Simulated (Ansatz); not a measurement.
**AsF2, quartet: the ladder up to UCCSDT(Q)**

Geometry: that of the AsF2, doublet, kept fixed. The doublet lies 6.4 eV lower here.

```xyz
3

As    0.0000   -0.3875    0.0000
F     0.0000    0.7641   -1.2906
F     0.0000    0.7641    1.2906
```

Basis cc-pVDZ; Ansatz 0.2.0. Correlated methods freeze the noble-gas cores and the filled d shells of p-block atoms, which leaves 19 electrons in 39 orbitals. Prefix R: restricted or restricted open-shell reference; prefix U: unrestricted. Active spaces: valence = (15e, 10o, short of the full valence) chosen from the atoms' valence shells. No spin–orbit coupling is included, and no scalar relativity.

Full CI isn't at hand for all of this; UCCSDT(Q) serves as the reference, and is uncertain by about the last step of the cluster series. The frozen core follows each run's orbitals, which can shift R against U totals by a few meV for light atoms and by up to 0.1 eV past Ca.

- UHF ⟨S²⟩: 3.769
- T1 diagnostic (RCCSD): 0.0295
- largest doubles amplitude (RCCSD): 0.045
- T1 diagnostic (UCCSD): 0.0232

| level | E − E(UHF) (eV) |
| --- | --- |
| UMP2 | -12.1456 |
| UCCSD | -12.4244 |
| UCCSD(T) | -12.6946 |

Task: Estimate how far UCCSDT(Q) in cc-pVDZ lies from UCCSD(T). The table doesn't fix it; the size of (T) and the diagnostics are the guide.

Result: UCCSDT(Q) in cc-pVDZ lies 1.63 kcal/mol below UCCSD(T), which is 26 % of the (T) step (-6.23 kcal/mol). The diagnostics give no warning, yet the rest is a sizeable part of (T). The miss exceeds 1 kcal/mol.

The other levels:

```
 level  E − E(UCCSDT(Q)) (kcal/mol)  wall time
UCCSDT                         0.95          –
```

Run but not shown, since their state, orbitals or frozen core can't be matched to the reference's or they repeat it: RHF, RMP2, RCCSD, RCCSD(T), BCCD(T), RCCSDT, RCCSDT(Q), CASSCF (valence space), NEVPT2 (valence space), MRCISD (valence space), MRCISD+Q (valence space).

Natural occupations of CASSCF (valence space) about the gap: 1.994 1.988 1.971 1.013 1.006 1.000 0.040; effectively unpaired electrons, Σ n²(2−n)², 3.01.
